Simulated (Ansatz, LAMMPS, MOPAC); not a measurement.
# Zinc-blende HgSe, lattice constant a

Reference value: 6.085 Å (measured, 293 K, no zero-point or thermal correction; as tabulated in Cardona et al. (2009), arXiv:0908.2634).

| level (code) | value (Å) | difference (%) |
|---|---|---|
| Stillinger–Weber CdTeZnSeHgS0.sw (LAMMPS) | 6.084 | -0.02 |
| AM1 semi-empirical Hartree-Fock (MOPAC) | 5.965 | -1.97 |
| PBE (Ansatz) | 6.260 | +2.88 |
| PBE0 (Ansatz) | 6.174 | +1.46 |
| Hartree–Fock (Ansatz) | 6.311 | +3.71 |

Leaving aside Stillinger–Weber CdTeZnSeHgS0.sw (doubt noted below): The reference is not for a static lattice or low temperature, so close values are not ranked against it. Off by more than 1.25 %, or 1.75 % on the side where a correction would as a rule narrow the miss (bounds picked here): Hartree–Fock (+3.71 %), PBE (+2.88 %), AM1 semi-empirical Hartree-Fock (MOPAC) (-1.97 %), PBE0 (+1.46 %).

The reference isn't brought to a static lattice, while the calculations are for one, so the differences are not the levels' errors alone. A static lattice is as a rule a little smaller than the measured one.  Density-functional levels without +SOC have no spin–orbit coupling. Stillinger–Weber CdTeZnSeHgS0.sw: the potential file covers more elements than this solid holds. AM1 semi-empirical Hartree-Fock (MOPAC): the method was fitted mainly to molecules. AM1 semi-empirical Hartree-Fock (MOPAC): the run uses a supercell at the zone centre in place of a k mesh. Hartree–Fock: the cell is over a tenth larger than the published one: the level's own overestimate first of all, though another phase or state, or a fault of the published cell, is possible. Cutoffs and k meshes differ between the levels. Ansatz's density-functional and Hartree–Fock values are scalar-relativistic unless marked +SOC, with PAW data made under PBE.

Empirical potentials (Stillinger–Weber CdTeZnSeHgS0.sw) are fitted to chosen data: where that held the value shown, agreement is built in, and what lay outside the fit can be far off.

Differences are worked out from the printed values.

Ansatz is a quantum-chemistry and plane-wave program.
